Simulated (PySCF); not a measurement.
Species: lithium fluoride, LiF.
Numbering: `[Li:1][F:2]`

Structure used (PBE0-D3(BJ)/def2-TZVP), in Å, numbered top down from 1:
```
atom  x, y, z in Å
Li1    0.7869   -0.0399    0.0052
F2    -0.7723    0.0110   -0.0174
```

Method used: TDDFT CAM-B3LYP/aug-cc-pVTZ, vertical, gas phase, core orbitals frozen in the response (PySCF 2.14.0, density-fitted response routines). Isolated species at its PBE0-D3(BJ)/def2-TZVP geometry, gas phase.

Kohn–Sham orbitals with the atoms that hold most of them (Löwdin shares over 4%, at most four atoms):

| orbital | ε (eV) | atoms |
| --- | --- | --- |
| HOMO-3 | -29.41 | F2 86%, Li1 14% |
| HOMO-2 | -10.04 | F2 96% |
| HOMO-1 | -9.64 | F2 92%, Li1 8% |
| HOMO | -9.64 | F2 92%, Li1 8% |
| LUMO | -0.80 | Li1 97% |
| LUMO+1 | 0.33 | Li1 99% |
| LUMO+2 | 0.33 | Li1 99% |

Within 0.005 eV of a neighbour in this list lie HOMO-1/HOMO and LUMO+1/LUMO+2 (point group found: C∞v).

**Question.** The HOMO–LUMO gap is 8.84 eV. Where does the response calculation put the lowest singlet, and from which orbitals?

**Answer.** S1 is at 5.81 eV (f = 0.024), 3.04 eV below the gap, made of HOMO-1/HOMO→LUMO (≥88%). S1/S2 lie within about 0.01 eV of each other. Without the coupling terms of the response equations the lowest excitation would equal the gap.

Next come S2 at 5.81 eV (f 0.024), HOMO-1/HOMO→LUMO (≥88%); S3 at 6.19 eV (f 0.0029), HOMO-2→LUMO (89%); S4 at 7.53 eV (f 0.0000), HOMO-1/HOMO→LUMO+5 (≥20%), HOMO-1/HOMO→LUMO+6 (≥19%), HOMO-1/HOMO→LUMO+1/LUMO+2 (≥18%); S5 at 7.53 eV (f 0.0000), HOMO-1/HOMO→LUMO+6 (≥21%), HOMO-1/HOMO→LUMO+5 (≥20%), HOMO-1/HOMO→LUMO+1/LUMO+2 (≥14%).

Orbitals of the list HOMO-3 to LUMO+2 that lie within 0.01 eV of each other are written together with a slash and their weights summed (≥ marks a lower bound); for degenerate orbitals outside that list single weights are arbitrary.

Löwdin shares depend on the basis, the more so with diffuse functions.
